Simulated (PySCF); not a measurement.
Species: C5H7O (charge +1).
SMILES with atom numbers: `[CH2:1]=[CH:2][CH2:3][CH2:4][C:5]#[O+:6]` (hydrogens: H7, H8 on C1; H9 on C2; H10, H11 on C3; H12, H13 on C4)

All values: PBE0/def2-SVPD (PySCF, non-relativistic), on one gas-phase PBE0-D3(BJ)/def2-SVP geometry that isn't relaxed in the solvent. The solvent is an IEF-PCM continuum (cavity from Bondi-type radii × 1.2). Specific hydrogen bonds and non-electrostatic terms are outside this model.

Gas phase at PBE0/def2-SVPD: HOMO -12.04 eV, LUMO -7.75 eV.

What does the continuum do to the energy and the frontier levels at PBE0/def2-SVPD in benzene and dichloromethane?

| solvent | ε | E(solvent) − E(gas) (kJ/mol) | polarisation term (kJ/mol) | distortion of the solute (kJ/mol) | HOMO (eV) | LUMO (eV) |
| --- | --- | --- | --- | --- | --- | --- |
| benzene | 2.271 | -142.46 | -144.55 | 2.09 | -9.71 | -5.01 |
| dichloromethane | 8.93 | -231.55 | -239.06 | 7.51 | -8.41 | -3.34 |

The first energy column is the sum of the next two and covers electrostatics alone. From benzene to dichloromethane the lowering changes by a factor 1.63, Born's factor 1 − 1/ε by 1.59 and ε itself by 3.9.

Which radius a makes Born's formula ΔE = −(q²/2a)(1 − 1/ε) give the value in dichloromethane?

a = q²(1 − 1/ε)/(2|ΔE|) = 2.66 Å, with q = +1 e and |ΔE| = 0.0882 Eh; the farthest nucleus lies 3.54 Å from the centroid of the nuclei. The formula assumes a point charge at the centre of a sphere.

How does the static polarisability (PBE0/def2-SVPD, frozen core, with the continuum's full static response) change?

| medium | isotropic (au) | principal values (au) | ⟨r²⟩ of the electrons (bohr²) |
| --- | --- | --- | --- |
| gas | 62.1 | 43.7, 49.3, 93.4 | 803.7 |
| benzene | 69.3 | 49.4, 56.4, 102.0 | 805.4 |
| dichloromethane | 76.6 | 56.0, 64.5, 109.4 | 806.8 |

The isotropic value in dichloromethane is 1.23 times the gas-phase one; no cavity-field correction is applied. ⟨r²⟩ is taken about the centre of nuclear charge.

Rough CPU time on one thread of a shared machine: about 40 s. This is the whole response run at PBE0/def2-SVPD in dichloromethane, SCF included.

Shape of the structure used: `[CH2:1]=[CH:2][CH2:3][CH2:4][C:5]#[O+:6]`: C1–C2–C3–C4 114°, C2–C3–C4–C5 -179°.
